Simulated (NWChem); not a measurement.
ethylene (C2H4); SMILES C=C

Results from NWChem. Pople sets run with spherical d functions. Each level has its own optimisation. Entropies are gas-phase, rigid-rotor, harmonic values for NWChem's default masses at 298.15 K and 1 bar, so the errors hold that model's part too (torsions, anharmonicity).

Measured entropy at 1 bar: 52.4 cal/(mol K) (CRC Handbook, as tabulated in the package chemicals).

| level | entropy at 1 bar (cal/(mol K)) | computed − measured |
|---|---|---|
| Hartree-Fock/6-31G* | 52.1 | -0.3 |
| LDA (Slater exchange, VWN5)/def2-SVP | 52.5 | +0.1 |
| B3LYP/def2-TZVP | 52.3 | -0.1 |
| PBE0/def2-SVP | 52.4 | 0.0 |
